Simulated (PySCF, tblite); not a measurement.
# C4H6, a complex of two parts: NMR shifts, interaction energy, spin-spin couplings and electronic excitations

Aim: the NMR shifts, interaction energy, spin-spin couplings and electronic excitations of `C#C` with `C=C`.

Computed with tblite 0.8.0 and PySCF 2.14.0; each step states its level. No surroundings beyond the atoms listed, unless a continuum is named. Atoms count from 0, parts from 1.

## (1) Starting point

10 atoms, charge 0, multiplicity 1; geometry: rigid parts in contact. Parts: 1 = atoms 0–3, `C#C`, charge 0; 2 = atoms 4–9, `C=C`, charge 0.

## (2) Bringing the parts together with GFN2-xTB

Job settings and geometry (Å):

```
{"job": {"kind": "dock", "xc": "GFN2-xTB", "basis": "xTB"}, "charge": 0, "multiplicity": 1, "parts": [{"atoms": "0-3", "charge": 0, "multiplicity": 1}, {"atoms": "4-9", "charge": 0, "multiplicity": 1}]}
C     -0.556407    -0.167243    -0.136844
C      0.556222     0.167564     0.137097
H     -1.534492    -0.461998    -0.377961
H      1.534677     0.461677     0.377708
C      4.059218     0.914510     0.730908
C      3.561071     0.146633     1.676944
H      4.601706     1.818293     0.955471
H      3.948992     0.677192    -0.314616
H      3.670664     0.384377     2.722477
H      3.018493    -0.757119     1.452310
```

Method: GFN2-xTB search for minima from random contacts, gas phase.

Launch:

```bash
OMP_NUM_THREADS=1 python cluster_run.py task.json out
```

One launch serves the whole session: the jobs run in the order shown.

**Question.** The jobs that follow are: PBE0-D3(BJ)/def2-SVPD geometry optimisation, gas phase; GIAO PBE0/pcSseg-2 NMR shielding, non-relativistic, gas phase; wB97M-D3(BJ)/def2-TZVPD interaction energy, counterpoise and uncorrected, gas phase; PBE0-D3(BJ)/def2-TZVPD interaction energy, counterpoise and uncorrected, gas phase; B3LYP/pcJ-1 indirect spin-spin coupling, non-relativistic, gas phase; TDDFT CAM-B3LYP/def2-SVPD, vertical, gas phase, core orbitals frozen in the response. Predict: binding energy (GFN2-xTB); point group; rotational constants (main isotopes); shieldings of C, H (PBE0/pcSseg-2); largest proton shift on binding; interaction energy, counterpoise (wB97M-D3(BJ)/def2-TZVPD); superposition error; binding energy (with deformation); largest coupling of the table (B3LYP/pcJ-1); lowest singlet (CAM-B3LYP/def2-SVPD); brightest single state of those computed; lowest triplet.

**Answer**, as computed:

| quantity | value |
| --- | --- |
| binding energy (GFN2-xTB) | -1.21 kcal/mol |
| point group | C1 |
| rotational constants (main isotopes) | 25.82, 1.91, 1.82 GHz |
| shieldings of C, H (PBE0/pcSseg-2) | C5 46.4, C4 47.6, C1 104.3, C0 108.9, H8 25.4, H9 25.4, H6 25.4, H7 25.4 ppm and more |
| largest proton shift on binding | H3, +0.82 ppm |
| interaction energy, counterpoise (wB97M-D3(BJ)/def2-TZVPD) | -1.61 kcal/mol |
| superposition error | 0.07 kcal/mol |
| binding energy (with deformation) | -1.54 kcal/mol |
| largest coupling of the table (B3LYP/pcJ-1) | $^{1}J$(C,H) C1–H3, 275.4 Hz |
| lowest singlet (CAM-B3LYP/def2-SVPD) | 6.53 eV (190 nm), f = 0.000 |
| brightest single state of those computed | state 4, 7.64 eV, f = 0.268 |
| lowest triplet | 4.39 eV |
| range of the interaction energy over the runs of this table | -1.76 to -1.61 kcal/mol |

In the structure that the search hands on, at its xTB geometry, the leading contact, judged by the atoms' radii, is H3···C5 (inside the van der Waals sum, 2.80 Å). A later relaxation moves these distances. The start of the PBE0/def2-SVPD relaxation was shaken at random by about 0.01 Å, so part of the energy gained, and of the first lengths quoted, undoes that. Over 3 steps the energy fell by 0.093 eV; of the close pairs, C0–C1 changed most, 1.177 to 1.209 Å. On binding (GIAO PBE0/pcSseg-2 NMR shielding, non-relativistic, gas phase), H3 moves most among the protons, 0.82 ppm downfield. Of the attraction, electrostatic 55 %, dispersion 25 %, orbital 21 %; Pauli repulsion takes back 2.16 kcal/mol. In the run at B3LYP/pcJ-1, the largest coupling of the table is C1–H3, 275.4 Hz, of which the Fermi-contact term gives 275.4 Hz. The lowest singlet, at 6.53 eV, is HOMO−1→LUMO+3 0.27, HOMO−2→LUMO+2 0.14 and is dark; of the 6 states computed, the strongest absorption comes from state 4 at 7.64 eV. The lowest triplet lies 2.13 eV below the lowest singlet (triplets in Tamm-Dancoff, singlets in full TDDFT). The interaction energy runs from -1.76 (PBE0-D3(BJ)/def2-TZVPD) to -1.61 kcal/mol (wB97M-D3(BJ)/def2-TZVPD).
